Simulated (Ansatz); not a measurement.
Problem. Name a neutral molecule of C, F, O, S and H with LUMO energy (ωB97M-V/def2-TZVPP) between 2.15 and 2.45 eV and size of the dipole moment (ωB97M-V/def2-TZVPP) between 0.60 and 0.90 D (Ansatz, PBE0-D4/def2-TZVP geometry).

Solution. `CSC1(F)CO1` (2.30 eV, 0.86 D). Other molecules can fit too; these were computed, each in one conformer that needn't be the lowest.
